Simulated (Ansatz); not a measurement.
**BH3 (borane) at 6 levels**

Wanted: a comparison of 6 runs (SVWN5/3-21G, PBE/6-31G*, revPBE/6-31G*, CCSD/6-31G*, CCSD(T)/3-21G, UCCSD(T)/3-21G) of BH3 (borane). 

The results are computed with Ansatz 0.2.0.

54 further runs of the same task are left out: 54 set aside as unsound or not needed.

## (1) The molecule

BH3: 4 atoms, total charge 0, spin state singlet. As SMILES, `B`. The H2–B1 distance was set to 1.790 Å, away from the relaxed value. At this shape a bond of the SMILES string is far longer than usual.

Bond lengths: B1–H3 1.193 Å, B1–H4 1.193 Å. Angles: H3–B1–H4 120.0°. A long bond or contact: B1–H2 1.790 Å.

## (2) The energy at SVWN5/3-21G (run 1)

The input, in.yaml:

```yaml
basis:
  gaussian:
    orbitals: 3-21G.json
crystal:
  periodic: [false, false, false]
  atoms:
    - {symbol: B, position_ang: [-0.470223, -0.213489, -0.292034]}
    - {symbol: H, position_ang: [0.982200, 0.381700, 0.568800]}
    - {symbol: H, position_ang: [-0.760323, -1.370189, -0.243934]}
    - {symbol: H, position_ang: [-1.148523, 0.546511, -0.913834]}
hamiltonian:
  xc: {name: SVWN5}
accuracy: high
```

The basis set 3-21G is read from a file made from the Basis Set Exchange's data (not shown).

Run with:

```
$ ansatz run in.yaml --threads 1 --pin off --max-ram 2610MiB --events-out events.jsonl --progress --plain --runs-dir runs
```

The program printed:

```text
Warning: RAYON_NUM_THREADS=1 ignored (pool sized by the plan → 1); use --threads N
Functional definition: SVWN5
  name "SVWN5"
  exchange = slater_x
  correlation = vwn5_c
291 factors; integrals over basis functions are off by at most 3.1e-9 eV
mean field evaluation 1: about -708.4239 eV, gradient 1.1e1 eV
mean field evaluation 2: about -708.2528 eV, gradient 1.2e1 eV
mean field evaluation 4: about -708.9203 eV, gradient 1.6e-1 eV
mean field evaluation 8: about -708.8958 eV, gradient 3.4e-3 eV
mean field evaluation 16: about -708.8958 eV, gradient 6.5e-9 eV
mean field -708.89578068 eV, -26.0514394331 hartree, gradient 6.5e-9 eV, S^2 0.000000; 0 other end points of the search recorded, 0 dependent functions left out
reference -708.89578240 eV, -26.0514394964 hartree; 4, 4 occupied and 11, 11 virtual orbitals, 291 factors
Total energy: -708.89578240 eV, -26.0514394964 hartree
```

Wall time 0.37 s (1 thread of Arm Neoverse V1, shared host).

## (3) The energy at PBE/6-31G(d) (spherical functions) (run 2)

Changes to in.yaml since step 2:

```diff
@@ -1,4 +1 @@
-basis:
-  gaussian:
-    orbitals: 3-21G.json
 crystal:
@@ -10,4 +7,5 @@
     - {symbol: H, position_ang: [-1.148523, 0.546511, -0.913834]}
-hamiltonian:
-  xc: {name: SVWN5}
+basis:
+  gaussian: {orbitals: 6-31G_st_-spherical.json}
 accuracy: high
+hamiltonian: {xc: {name: PBE}}
```

The basis set 6-31G* is read from a file made from the Basis Set Exchange's data (not shown).

Run with:

```
$ ansatz run in.yaml --threads 1 --pin off --max-ram 2610MiB --events-out events.jsonl --progress --plain --runs-dir runs
```

The program printed:

```text
Warning: RAYON_NUM_THREADS=1 ignored (pool sized by the plan → 1); use --threads N
Functional definition: PBE
  name "PBE"
  parameter kappa = 0.804
  parameter beta = 0.06672455060314922
  exchange = pbe_x(kappa = kappa, mu = beta*pi^2/3)
  correlation = pbe_c(beta = beta)
414 factors; integrals over basis functions are off by at most 3.3e-9 eV
mean field evaluation 1: about -720.1036 eV, gradient 9.8e0 eV
mean field evaluation 2: about -720.1776 eV, gradient 8.5e0 eV
mean field evaluation 4: about -720.4985 eV, gradient 1.5e-1 eV
mean field evaluation 8: about -720.4914 eV, gradient 7.1e-3 eV
mean field evaluation 16: about -720.4914 eV, gradient 2.4e-8 eV
mean field -720.49143388 eV, -26.4775718283 hartree, gradient 2.4e-8 eV, S^2 0.000000; 0 other end points of the search recorded, 0 dependent functions left out
reference -720.49143592 eV, -26.4775719034 hartree; 4, 4 occupied and 16, 16 virtual orbitals, 414 factors
Total energy: -720.49143592 eV, -26.4775719034 hartree
```

Wall time 0.56 s (1 thread of Arm Neoverse V1, shared host).

Runs 3 to 5 aren't shown in full; the table further down has their settings and results.

## (4) A single-point energy at UCCSD(T)/3-21G (run 6)

The input, molecule.yaml:

```yaml
crystal:
  periodic: [false, false, false]
  atoms:
    - symbol: B
      position_ang: [-0.470223, -0.213489, -0.292034]
    - symbol: H
      position_ang: [0.982200, 0.381700, 0.568800]
    - symbol: H
      position_ang: [-0.760323, -1.370189, -0.243934]
    - symbol: H
      position_ang: [-1.148523, 0.546511, -0.913834]
basis:
  gaussian:
    orbitals: 3-21G.json
correlation:
  method: ccsd_t
  frozen_orbitals: {B: 1, H: 0}
magnetization:
  spin_polarized: true
scf:
  omitted_lower_state_checks: [cluster_reference, increment]
accuracy: high
```

The basis set 3-21G is read from a file made from the Basis Set Exchange's data (not shown).

Run with:

```
$ ansatz run molecule.yaml --threads 1 --pin off --max-ram 2610MiB --events-out events.jsonl --progress --plain --runs-dir runs
```

The program printed:

```text
Warning: RAYON_NUM_THREADS=1 ignored (pool sized by the plan → 1); use --threads N
[... 12 lines left out ...]
1 core orbitals not correlated: weight in the atoms' cores, before any rotation towards them, 1.000 or more for the frozen orbitals, at most 0.000 for the correlated occupied ones
[... 22 lines left out ...]
Total energy: -714.27156937 eV, -26.2489960237 hartree
Checks for a lower state left out: cluster_reference, increment
```

Wall time 0.2 s (1 thread of Arm Neoverse V1, shared host).

## (5) The series

| run | level | frozen core orbitals | energy (Eh) | wall time |
| --- | --- | --- | --- | --- |
| 1 | SVWN5/3-21G | – | -26.051439 | 0.37 s |
| 2 | PBE/6-31G* (spherical functions) | – | -26.477572 | 0.56 s |
| 3 | revPBE/6-31G* (spherical functions) | – | -26.528020 | 0.56 s |
| 4 | CCSD/6-31G* (spherical functions) | 1 | -26.415716 | 0.18 s |
| 5 | CCSD(T)/3-21G | 1 | -26.248996 | 0.12 s |
| 6 | UCCSD(T)/3-21G | 1 | -26.248996 | 0.2 s |

## (6) Outcome

```
                                         quantity         value
                              run 6: total energy  -26.24900 Eh
run 6: correlation energy (1 core orbital frozen)     -85.5 mEh
                            run 6: (T) correction     -1.42 mEh
                             run 6: T1 diagnostic         0.011
```

**Reading.** Totals of different functionals can't be ranked against each other. All runs together took 2 s, the longest 0.56 s.
